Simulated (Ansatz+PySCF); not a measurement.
Values are calculated unless marked as measured or tabulated.
Several solutions for singlet CH4

```yaml
atoms:
  - { symbol: C, position_ang: [0.0000, 0.0000, 0.0000] }
  - { symbol: H, position_ang: [1.3948, 1.3948, 1.3948] }
  - { symbol: H, position_ang: [0.6340, -0.6340, -0.6340] }
  - { symbol: H, position_ang: [-0.6340, 0.6340, -0.6340] }
  - { symbol: H, position_ang: [-0.6340, -0.6340, 0.6340] }
```

Basis set: 6-31G (spherical functions). Charge 0, multiplicity 1.

PBE0 (unrestricted) was run from several starts with Ansatz (development build ahead of 0.2.0) and PySCF 2.14.0.

```
run  program                        start  converged  energy (hartree)  <S²>
  A   Ansatz      stability test followed        yes         -40.27487  0.73
  B   Ansatz  search for the lowest state        yes         -40.27487  0.73
  C   Ansatz      atomic start, no search        yes         -40.25634  0.00
  D    PySCF             program defaults        yes         -40.25634  0.00
```

Question: Which runs reached the lowest solution of this kind, and what is wrong with the others?

Answer: A, B reached the lowest solution found. Converged but too high: C by 0.50 eV, D by 0.50 eV. Convergence only shows a stationary point, and even a stable one can lie too high; stability tests and further starts are what find lower ones. Caution: charge can spread falsely over distant fragments. Caution: the unrestricted determinant is spin contaminated.
